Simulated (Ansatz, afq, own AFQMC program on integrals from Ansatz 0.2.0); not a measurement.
AFQMC on a folder of integrals that Ansatz 0.2.0 wrote.

```yaml
crystal:
  periodic: [false, false, false]
  atoms:
    - {symbol: B, position_ang: [0.000000, 0.000000, 0.008418]}
    - {symbol: O, position_ang: [0.000000, 0.000000, -1.189543]}
    - {symbol: H, position_ang: [0.000000, 0.000000, 1.181125]}
basis:
  gaussian: {orbitals: cc-pVDZ}
magnetization: {spin_polarized: false}
correlation: {method: ccsd_t, electrons: outside_noble_gas, hamiltonian_folder: ham}
```

```sh
$ ansatz run in.yaml --threads 1 --pin off --events-out ev --progress --plain --max-ram 1843MiB
```

afq runs on the folder ham with

```
--method phaseless --trial cisd --walkers 100 --populations 1 --least-time 40 --time-step 0.005 --steps-per-block 50 --equilibration-blocks 28 --max-blocks 300 --target-error 0.00038 --factor-cut 1e-05 --seed 8308 --release-times 0.24,0.51,0.99,1.62,2.4 --release-step 0.03 --release-every 4 --taylor-order 6
```

Times are imaginary, in 1/Eh. The walk had a cap of 512 s.

```
orbitals 31  electrons 5 5  factors 229 of 304
reference energy -100.17410513 Eh
CCSD correlation -0.27517461 Eh in 11 cycles, weight of the determinant in the CISD state 0.9024
energy of the start -100.449280 Eh
 block  time / (1/Eh)  mean weight  energy / Eh
     1     0.250  1.0004  -100.449537
     2     0.500  1.0000  -100.454136
     3     0.750  1.0011  -100.454593
     4     1.000  0.9992  -100.469603
     5     1.250  0.9993  -100.457703
     8     2.000  1.0001  -100.460395
    17     4.250  1.0007  -100.469716
    41    10.250  0.9993  -100.450959
    65    16.250  0.9986  -100.457860
    89    22.250  0.9982  -100.458002
   113    28.250  1.0010  -100.465365
   137    34.250  1.0008  -100.460674
   161    40.250  1.0024  -100.452490
   185    46.250  1.0014  -100.460937
   209    52.250  1.0007  -100.455619
   233    58.250  1.0010  -100.465437
   257    64.250  0.9994  -100.459815
   273    68.250  0.9999  -100.466180
   281    70.250  1.0005  -100.465082
   305    76.250  1.0018  -100.465226
   321    80.250  0.9975  -100.458710
blocks merged  error / Eh  count
     1  0.000304  300
     2  0.000352  150
     4  0.000418  75
     8  0.000484  37
    16  0.000486  18
    32  0.000587  9
released: time / (1/Eh)  energy / Eh  error  mean overlap
  0.24  -100.459115  0.000438  0.9920
  0.51  -100.459735  0.000458  0.9831
  0.99  -100.460599  0.000588  0.9762
  1.62  -100.460366  0.000616  0.9625
  2.40  -100.459140  0.000778  0.9788
energy -100.458321 +/- 0.000486 Eh
(rows thinned)
```

(1) Estimate how long the walk took on 1 thread of AMD EPYC 9R45 96-Core Processor (Zen 5), on a shared host.

The run passed its tests (sampling time, drift between the halves within three errors, error under three times the target), which doesn't prove that it has relaxed.

Against this walk (error 13.2 meV) on the same determinant: CCSD(T) 0.5 meV higher (within the noise), CCSDT(Q) 42.0 meV lower. The error is statistical and leaves out the bias of the constraint. Released to 2.40 1/Eh the energy moves by -22 ± 25 meV (both errors), within twice the noise. CCSDT(Q) is the surest value here, so the walk's 42 meV above it is most likely the bias of the constraint with this trial, which can have either sign.

Cautions: constraint bias not in the error; error above the target (13.2 against 10.3 meV); higher spins were not checked; raised T1 diagnostic (T1 0.022, weight of the determinant 0.90, largest double 0.06); the bias of populations of 100 walkers isn't removed.

Answers

(1) 2.2 min of wall time.

CCSDT and higher add their correlation energy to the determinant of the CCSD(T) run, since their own runs factorise the integrals more tightly (a shift of under 2 meV). A walk keeps the symmetry of its determinant, which the program's search chose and which needn't be the lowest solution, so a lower state of the same spin and another symmetry isn't excluded.
